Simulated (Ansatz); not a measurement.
**TiNi (Pm-3m)**

Theory: DFT PBEsol, scalar-relativistic, plane waves, PAW (Ansatz 0.2.0).

Cutoff 420 eV; k points 14×14×14 on the computed 2-atom cell (Γ-centred); Gaussian smearing, width 0.10 eV; no spin polarisation.

The structure is relaxed at this level of theory with its symmetry kept. Whether it is the stable form of this composition wasn't checked.

```xyz
2
Lattice="2.9709 0.0000 0.0000 0.0000 2.9709 0.0000 0.0000 0.0000 2.9709" Properties=species:S:1:pos:R:3 pbc="T T T"
Ti    1.4854    1.4854    1.4854
Ni    0.0000    0.0000    0.0000
```

(1) Formation energy from the elements' standard states (uncorrected)?

(2) Density of states at the Fermi level?

(3) Löwdin character within 0.5 eV of the Fermi level?

(4) Bulk modulus?

(5) Its pressure derivative?

(6) Bader charges (e)?

Spin polarisation was left out, and a magnetic state may lie lower.

A ferromagnetic start lost its moments in a first run, so spin was left out; other magnetic orders weren't tried.

## Answers

(1) -0.367 eV/atom.

(2) 2.65 states/eV per cell.

(3) Ti 3d 62 %, Ni 3d 27 %, unprojected 6 %.

(4) 176 GPa.

(5) 4.2.

(6) Ti (1 in the cell) 1.18, Ni (1 in the cell) -1.18.